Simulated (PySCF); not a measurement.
PH₅ + N₂ → H₂PN + NH₃

Level: PBE0 in the def2-TZVP basis family, all electrons, no relativity, computed in PySCF with density fitting; open shells unrestricted.

| species | state and structure | E (Eh) | ZPE (kJ/mol) | H(298 K) − H(0) (kJ/mol) | S° (J/(mol K)) |
| --- | --- | --- | --- | --- | --- |
| PH₅ | singlet, D3h, P–H 1.427 Å (×3), P–H 1.481 Å (×2) | -344.12888 | 109.9 | 11.2 | 217.5 |
| N₂ | singlet, D∞h, N–N 1.089 Å | -109.44629 | 14.9 | 8.7 | 191.4 |
| H₂PN | singlet, C2v, P–H 1.419 Å (×2), P–N 1.504 Å; H–P–H 104.8°, H–P–N 127.6° (×2) | -397.03713 | 50.6 | 10.8 | 234.8 |
| NH₃ | singlet, C3v, N–H 1.013 Å (×3); H–N–H 107.1° (×3) | -56.51312 | 90.6 | 10.0 | 192.4 |

What is the electronic reaction energy?

At PBE0/def2-TZVP, ΔE = 65.4 kJ/mol from the differences of the total energies times 2625.5, uphill. 

Add zero-point, thermal and entropy terms for 298.15 K and 1 bar.

ΔZPE = 16.4 and Δ[H(298) − H(0)] = 0.9 kJ/mol give ΔH° = 82.7 kJ/mol. ΔS° = 18.3 J/(mol K), so ΔG° = 82.7 − 298.15 × (0.0183) = 77 kJ/mol and log₁₀K = -13.5.

Each species is the lowest minimum found with this bonding; other isomers or fragments can lie lower.
